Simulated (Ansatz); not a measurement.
Basis-set series for O2S (`O=S=O`). Total charge 0; spin multiplicity 1. All single points use the PBE0-D4/def2-TZVP geometry.

| functional | basis | functions | energy (Eh) | HOMO (eV) | LUMO (eV) |
| --- | --- | --- | --- | --- | --- |
| PBE0-D4 | def2-TZVPP | 104 | -548.41255 | -9.52 | -3.35 |
| PBE0-D4 | def2-QZVPP | 184 | -548.43607 | -9.62 | -3.45 |
| ωB97M-V | def2-TZVPP | 104 | -548.65436 | -11.90 | -0.97 |
| ωB97M-V | def2-QZVPP | 184 | -548.67690 | -12.01 | -1.10 |

(1) Give the rows for def2-SVP. (An estimate is asked.)

Results:

(1) Computed: 
```tsv
functional	basis	functions	energy (Eh)	HOMO (eV)	LUMO (eV)
PBE0-D4	def2-SVP	46	-548.04762	-9.28	-3.21
ωB97M-V	def2-SVP	46	-548.28489	-11.61	-0.76
```
